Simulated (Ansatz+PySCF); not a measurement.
singlet LiH: levels of theory in one basis

```json
{"atom": "Li", "x (Å)": "0.0000", "y (Å)": "0.0000", "z (Å)": "-0.6791"}
{"atom": "H", "x (Å)": "0.0000", "y (Å)": "0.0000", "z (Å)": "2.0372"}
```

Basis set: 6-31G (spherical functions). All electrons are correlated. Charge 0, multiplicity 1.

Computed with Ansatz (development build ahead of 0.2.0); each method stands on the lowest determinant of its kind that the runs found.

| method | E − E(RHF) (eV) | <S²> of the determinant |
| --- | --- | --- |
| RHF | 0.00 | 0.00 |
| UHF | -0.37 | 0.71 |
| RHF-MP2 | -0.49 | – |
| UHF-MP2 | -0.47 | 0.71 |
| RHF-CCSD | -0.93 | – |
| RHF-CCSD(T) | -0.93 | – |
| full CI (lowest root of this spin) | -0.93 | – |

At such a shape the full CI root can have another spatial symmetry than the determinants, so the rows needn't describe one state.

(1) Is a single determinant a sound starting point here?

## Answers

(1) It is doubtful. Unrestricted orbitals lower Hartree–Fock by 0.37 eV and <S²> is 0.71 where a pure state has 0.00, a sign of strong static correlation.

Caution for RHF, RHF-MP2, RHF-CCSD, RHF-CCSD(T): an unrestricted determinant lies well below. Caution for UHF, UHF-MP2: the unrestricted determinant is spin contaminated. Caution for RHF-MP2, UHF-MP2, RHF-CCSD, RHF-CCSD(T): bonds are stretched, where a single reference can fail. Caution for UHF-MP2: a plain start can end on a higher determinant.
